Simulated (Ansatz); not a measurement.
Cartesian coordinates (Å):
```xyz
3

C     -0.0263     0.0006     0.0000
N      1.1194    -0.0294     0.0000
H     -1.0927     0.0285     0.0000
```
Charge 0, spin multiplicity 1.

These are frozen-core CCSD(T)/cc-pVQZ // B3LYP-D3(BJ)/def2-TZVP run with Ansatz (a first-principles code) values and carry that method's errors.

| Quantity | Result |
|---|---|
| HF energy | -92.91529 Ha |
| MP2 correlation energy | -0.36610 Ha |

Q: Estimate the CCSD correlation energy, the (T) correction, the total energy and the T1 diagnostic.

A: 
| Property | Result |
|---|---|
| CCSD correlation energy | -0.36663 Ha |
| (T) correction | -0.01915 Ha |
| CCSD(T) total energy | -93.30107 Ha |
| T1 diagnostic | 0.014 |
